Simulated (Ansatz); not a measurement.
A calculation on zinc-blende AlP returned lattice constant a 5.452 Å, bulk modulus 89.1 GPa.

For reference: lattice constant a 5.451 Å (measured, static lattice: zero-point anharmonic expansion removed; as tabulated in Mejia-Rodriguez and Trickey (2018), arXiv:1807.09216).

Task: Which level of theory produced these numbers?
A) B3LYP (VWN-RPA form) (Ansatz (a quantum-chemistry and plane-wave program))
B) PBE (Ansatz)
C) rVV10 (Ansatz)
D) PBE-D4 (Ansatz)

Result: D, PBE-D4 (Ansatz)

The others give: rVV10 5.517 Å, 81.7 GPa; PBE 5.508 Å, 82.6 GPa; B3LYP (VWN-RPA form) 5.517 Å, 84.3 GPa.

Unless a cell is named, each level is at its own relaxed cell (B3LYP (VWN-RPA form) 20.99, PBE 20.88, PBE-D4 20.26, rVV10 20.99 Å³/atom).

Ansatz's density-functional and Hartree–Fock values are scalar-relativistic unless marked +SOC, with PAW data made under PBE.
